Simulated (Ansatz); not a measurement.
Consider the isomerisation: `COC(O)C=N` → `CC(O)NC=O`.

Calculated with Ansatz (gas phase, PBE0-D4/def2-TZVP geometries, no zero-point term in ΔE). CCSD(T)/CBS adds triple-zeta CCSD(T) − MP2 to the extrapolated MP2 energy (def2 sets, frozen cores). DFT in def2-TZVPP. B3LYP here is the variant with VWN-RPA as its local correlation; programs differ in this. One conformer a species, not always the lowest.

```tsv
level	ΔE (kJ/mol)	difference from CCSD(T)/CBS
PBE-D4	-120.0	-13.8
r2SCAN-D4	-120.9	-14.7
PBE0-D4	-118.9	-12.7
B3LYP-D4	-114.4	-8.2
ωB97X-V	-112.5	-6.3
ωB97M-V	-110.0	-3.8
B2PLYP	-114.0	-7.8
PBE	-119.8	-13.6
r2SCAN	-120.8	-14.6
PBE0	-118.7	-12.5
B3LYP	-114.1	-7.9
HF/def2-TZVPP	-110.1	-3.9
MP2/def2-TZVPP	-114.7	-8.5
SCS-MP2/def2-TZVPP	-109.5	-3.3
CCSD/def2-TZVPP	-103.9	2.3
CCSD(T)/def2-TZVPP	-104.0	2.2
HF/def2-QZVPP	-110.3	-4.1
MP2/def2-QZVPP	-116.0	-9.8
SCS-MP2/def2-QZVPP	-110.9	-4.7
HF/CBS(def2)	-110.3	-4.1
MP2/CBS(def2)	-116.9	-10.7
CCSD/CBS(def2)	-106.2	0.0
CCSD(T)/CBS	-106.2	0
```

Largest T1 diagnostic among the species: 0.014.
